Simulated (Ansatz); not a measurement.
# Structure relaxation of Ag3Br2

Computed with DFT PBE, scalar-relativistic, plane waves, PAW in Ansatz 0.2.0. Cutoff 420 eV, Γ-centred k mesh, Gaussian smearing, no spin polarisation in the final step.

The start puts Ag3Br2 on the anti-tetradymite structure type (R-3m, No. 166), with Br in place of Bi, Ag in place of Te, at a guessed volume.

```yaml
crystal:
  lattice:
    - [1.95306, 1.12760, 9.05341]
    - [-1.95306, 1.12760, 9.05341]
    - [0.00000, -2.25520, 9.05341]
  atoms:
    - { symbol: Ag, position: [0.00000, 0.00000, 0.00000] }
    - { symbol: Ag, position: [0.20950, 0.20950, 0.20950] }
    - { symbol: Ag, position: [0.79050, 0.79050, 0.79050] }
    - { symbol: Br, position: [0.40000, 0.40000, 0.40000] }
    - { symbol: Br, position: [0.60000, 0.60000, 0.60000] }
```

Cell and atoms relax at zero pressure; the relaxation can't lower the symmetry of the start. After a coarse first stage the cell is made exact in the group found at 0.06 Å.

Energies over the elements count from the elements' standard structures at the same level, with no empirical corrections.

Q: Describe the relaxed structure.

A: It keeps R-3m (No. 166). The result has the tetradymite structure. Conventional cell: a = 3.794 Å, c = 28.471 Å. Ag on Wyckoff site a (1 atom of the primitive cell) is coordinated by 6 Br at 2.88 Å; Ag on Wyckoff site c (2 atoms of the primitive cell) has 3 Ag at 2.85 Å and 3 Br at 2.95 Å; Br has 6 Ag at 2.88–2.95 Å.

```
Ag Br
1.0
     1.89676    1.09509    9.49020
    -1.89676    1.09509    9.49020
     0.00000   -2.19019    9.49020
Ag Br
3 2
Cartesian
  0.0000 0.0000 0.0000
  0.0000 0.0000 5.6551
  0.0000 0.0000 22.8155
  0.0000 0.0000 11.3547
  0.0000 0.0000 17.1159
```

Q: What are its volume, energy, density and gap?

A: The volume per atom is 23.65 Å³, the density is 6.79 g/cm³ and the energy over the elements is -0.10 eV/atom. The gap on the 12×12×12 mesh is 0 eV (a metal).

The final run used a 12×12×12 mesh on its 5-atom cell and 0.10 eV smearing. For metals, differences of a few meV/atom aren't resolved. Symmetry constrained the relaxation, so the result can be a saddle point. The steps took about 4 core-minutes in all.